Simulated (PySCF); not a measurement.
C4H7O2 (charge +1).
Atom-mapped SMILES: `[CH3:1][C+:2]1[O:3][CH2:4][CH2:5][O:6]1` (hydrogens: H7, H8, H9 on C1; H10, H11 on C4; H12, H13 on C5)

Cartesian coordinates in Å at the GFN2-xTB level; atoms count from 1:
```
atom  x, y, z in Å
C1     2.0185   -0.6728    0.0723
C2     0.6309   -0.2150    0.0301
O3    -0.3253   -0.9850   -0.3232
C4    -1.5682   -0.2610   -0.2839
C5    -1.1243    1.1389    0.1857
O6     0.2983    0.9816    0.3356
H7     2.5966   -0.1570   -0.6995
H8     2.4788   -0.4027    1.0240
H9     2.0755   -1.7461   -0.0916
H10   -2.0049   -0.2776   -1.2855
H11   -2.2387   -0.7733    0.4103
H12   -1.3038    1.9322   -0.5437
H13   -1.5377    1.4383    1.1518
```

Computed with PySCF, TDDFT PBE0/def2-SVPD, vertical, gas phase, core orbitals frozen in the response.

Kohn–Sham orbitals with the atoms that hold most of them (Löwdin shares over 4%, at most four atoms; ? is withheld):

```json
{"orbital": "LUMO+2", "ε (eV)": "-3.33", "atoms": "C5 21%, C4 20%, H12 9%, H13 9%"}
{"orbital": "LUMO+1", "ε (eV)": "-4.28", "atoms": "C4 16%, C5 16%, C2 15%, O6 11%"}
{"orbital": "LUMO", "ε (eV)": "-6.74", "atoms": "?"}
{"orbital": "HOMO", "ε (eV)": "?", "atoms": "?"}
{"orbital": "HOMO-1", "ε (eV)": "-16.40", "atoms": "C1 17%, C4 16%, C5 16%, O3 11%"}
{"orbital": "HOMO-2", "ε (eV)": "-16.43", "atoms": "C4 17%, C5 17%, C1 16%, O3 12%"}
{"orbital": "HOMO-3", "ε (eV)": "-16.80", "atoms": "C1 38%, H9 18%, O6 12%, O3 10%"}
```

Task: Give the leading atoms of the LUMO.

Result: C2 (bonded to C and 2 O) 43%; O3 (bonded to 2 C) 20%; O6 (bonded to 2 C) 18%; C1 (bonded to C and 3 H) 8%. By element: carbon 51% or more, oxygen 38%.

Task: Give the leading atoms of the HOMO.

Result: O6 (bonded to 2 C) 21%; O3 (bonded to 2 C) 20%; C5 (bonded to C, O and 2 H) 14%; C4 (bonded to C, O and 2 H) 14%. By element: oxygen 41%, carbon 29% or more.

Task: What is the HOMO energy, and the HOMO–LUMO gap?

Result: ε(HOMO) = -14.63 eV; the gap is 7.88 eV (0.2898 hartree).

Task: The HOMO–LUMO gap is 7.88 eV. Where does the response calculation put the lowest singlet, and from which orbitals?

Result: S1 is at 6.76 eV (f = 0.048), 1.13 eV below the gap, made of HOMO→LUMO (98%). 

Task: One configuration dominates each of S1 and S6. Which, and how do the shares of the two leading atoms of either orbital change from the occupied to the empty one?

Result: 
- S1 (6.76 eV, f 0.048), HOMO→LUMO (98%): O6 21% → 18%, O3 20% → 20%, C2 at most 15% → 43%
- S6 (8.73 eV, f 0.0001), HOMO→LUMO+1 (94%): O6 21% → 11%, O3 20% → at most 12%, C4 14% → 16%, C5 14% → 16%

Löwdin shares depend on the basis, the more so with diffuse functions.

On one thread of an x86-64 server (shared host), this took 33 s of wall time.
